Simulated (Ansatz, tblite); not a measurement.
Removing and adding an electron: the cluster Mg₃H₃ (the lowest doublet isomer of a short search). Charge 0, multiplicity 2. Geometry: PBE-D4/def2-TZVP. Ansatz, gas phase; energy differences of separate SCF runs; the oxidised species is a singlet (the triplet lies 1.42 eV higher at PBE0-D4/def2-TZVP); the reduced species is a singlet (the triplet lies 0.41 eV higher at PBE0-D4/def2-TZVPD).

Cartesian coordinates in Å:
```
Mg -1.589 -0.574 -0.777
Mg 1.010 0.342 -0.271
Mg -1.491 -0.448 2.228
H 0.156 -1.318 -0.597
H 2.592 0.901 0.092
H -0.679 1.098 -0.676
```

The xTB rows come from tblite. Correlated methods freeze 3 core orbitals; core or outer-core shells of Mg are correlated, in sets that lack core-valence functions. The structure comes from a short search, and lower isomers may exist.

| level | −HOMO (eV) | vertical IE (eV) | −LUMO (eV) | vertical EA (eV) | HOMO–LUMO gap (eV) | IE − EA (eV) | remarks |
| --- | --- | --- | --- | --- | --- | --- | --- |
| GFN1-xTB | – | 12.17 | – | 6.02 | – | 6.15 | – |
| r2SCAN-D4/def2-TZVP | 4.25 | 6.32 | 2.76 | – | 1.49 | – | restricted SCF unstable in HF (+1 singlet) |
| r2SCAN-D4/def2-TZVPD | 4.25 | – | 2.76 | 1.16 | 1.48 | – | HOMO above zero (-1 singlet), restricted SCF unstable in HF (-1 singlet) |
| PBE0-D4/def2-TZVP | 4.75 | 6.33 | 2.47 | – | 2.28 | – | restricted SCF unstable in HF (+1 singlet) |
| MP2/def2-TZVPP | – | 6.05 | – | – | – | – | restricted SCF unstable (+1 singlet) |
| CCSD(T)/def2-TZVPD | – | – | – | 1.24 | – | – | restricted SCF unstable (-1 singlet) |
| CCSD(T)/def2-TZVPP | – | 6.14 | – | – | – | – | restricted SCF unstable (+1 singlet) |

**Question.** Estimate the rows for GFN2-xTB, PBE-D4/def2-TZVP, PBE-D4/def2-TZVPD, PBE0-D4/def2-TZVPD, MP2/def2-TZVPD, CCSD/def2-TZVPD, CCSD/def2-TZVPP.

**Answer.** 
```csv
level,−HOMO (eV),vertical IE (eV),−LUMO (eV),vertical EA (eV),HOMO–LUMO gap (eV),IE − EA (eV),remarks
GFN2-xTB,–,9.98,–,4.24,–,5.73,–
PBE-D4/def2-TZVP,4.07,6.30,3.13,–,0.94,–,restricted SCF unstable in HF (+1 singlet)
PBE-D4/def2-TZVPD,4.07,–,3.13,1.38,0.94,–,"HOMO above zero (-1 singlet), restricted SCF unstable in HF (-1 singlet)"
PBE0-D4/def2-TZVPD,4.74,–,2.47,1.30,2.27,–,"HOMO above zero (-1 singlet), restricted SCF unstable in HF (-1 singlet)"
MP2/def2-TZVPD,–,–,–,1.07,–,–,restricted SCF unstable (-1 singlet)
CCSD/def2-TZVPD,–,–,–,1.14,–,–,restricted SCF unstable (-1 singlet)
CCSD/def2-TZVPP,–,6.12,–,–,–,–,restricted SCF unstable (+1 singlet)
```

Relaxing the oxidised species (PBE-D4/def2-TZVP) changes its energy by -0.64 eV at PBE-D4/def2-TZVP, so the adiabatic ionisation energy to this nearest minimum is 5.66 eV. At PBE0-D4/def2-TZVP it is 5.62 eV.  Run but left out: HF/def2-TZVPP (charge +1 singlet: restricted singlet, unstable towards broken spin symmetry); HF/def2-TZVPD (charge -1 singlet: restricted singlet, unstable towards broken spin symmetry).   A HOMO above zero means that the electron is unbound at that level or that self-interaction error raises the level; the energy of removing that electron tells which. HOMO and LUMO are the levels of the spin that leaves or enters (xTB has no such levels and no spin-polarisation term). Other spin states of the ions may lie lower, which would lower the ionisation energy or raise the affinity. Raw xTB energy differences between charge states are shifted by several eV; the methods need an empirical correction for them.
